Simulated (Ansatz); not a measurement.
Mulliken charges of CH₅NSi (`C[Si]N`) from PBE/def2-TZVPP in Ansatz (PBE0-D4/def2-TZVP geometry).

```tsv
atom	x (Å)	y (Å)	z (Å)	charge (e)
C1	-0.660	0.825	-0.552	-0.358
Si2	0.964	0.654	0.428	0.112
N3	0.932	-1.034	0.691	-0.315
H4	-1.026	-0.102	-1.004	0.068
H5	-0.562	1.583	-1.334	0.098
H6	-1.431	1.195	0.136	0.094
H7	1.651	-1.502	1.220	0.158
H8	0.225	-1.676	0.360	0.142
```

Problem. By hand: the dipole of these point charges (1 e Å = 4.8032 D).

Solution. Σ q r = (0.084, -0.111, 0.086) e Å, of length 0.164 e Å = 0.79 D.

Problem. How does the dipole of the full density compare? (An estimate is asked.)

Solution. Ansatz gave: (-0.165, -0.388, -0.028) e Å, 2.03 D; the point charges give 0.39 times that, at 67° from its direction.

Point charges leave out the atoms' own dipoles, such as those of lone pairs, and Mulliken's split depends on the basis, so the two needn't agree.
